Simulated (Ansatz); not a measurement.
What does this script print? It uses Ansatz 0.2.0 through its Python package.

The script, `conformers.py`:
```python
# -*- coding: utf-8 -*-
"""Conformer energies of C3H7NOS."""

from dataclasses import dataclass

import ansatz
from rdkit import Chem
from rdkit.Chem import AllChem


@dataclass(frozen=True)
class Settings:
    basis_set: str = "6-31G*"
    xc: str = "hf"


settings = Settings()

rd = Chem.AddHs(Chem.MolFromSmiles("CC(S)C(N)=O"))
ids = list(AllChem.EmbedMultipleConfs(rd, numConfs=20, randomSeed=597, pruneRmsThresh=0.4))
field = [energy for _, energy in AllChem.MMFFOptimizeMoleculeConfs(rd)]
distinct = {round(e, 2): i for i, e in zip(ids, field)}
chosen = sorted(distinct.items())[:3]
found = []
for force_field, index in chosen:
    mol = ansatz.Crystal.molecule()
    for atom, xyz in zip(rd.GetAtoms(), rd.GetConformer(index).GetPositions()):
        mol = mol.atom(atom.GetSymbol(), xyz.round(5).tolist())
    base = mol.calculation()
    base = base.basis(gaussian=settings.basis_set)
    base = base.functional(settings.xc)
    found.append(base.run(threads=1).report["free_energy_ev"])
print("conformer   MMFF (kcal/mol)   this level (kcal/mol)")
for (force_field, index), e in zip(chosen, found):
    print(f"{index:9d} {force_field - chosen[0][0]:17.2f} {23.060548 * (e - min(found)):17.3f}")
```

Output of `python conformers.py`:
```text
conformer   MMFF (kcal/mol)   this level (kcal/mol)
        4              0.00             0.000
        5              1.07             1.594
        3              1.42             0.078
```

Caveats:
- These settings explore the input space; basis and method may be short of convergence.
- The conformers keep their force-field geometries.
- Run time: 5.8 s on 1 thread of Arm Neoverse V1 (shared host), peak memory 0.33 GiB.

(A comment or docstring line of the script was reworded after the run, the code is as it ran; lines on the test bed's own set-up are left out of the output.)
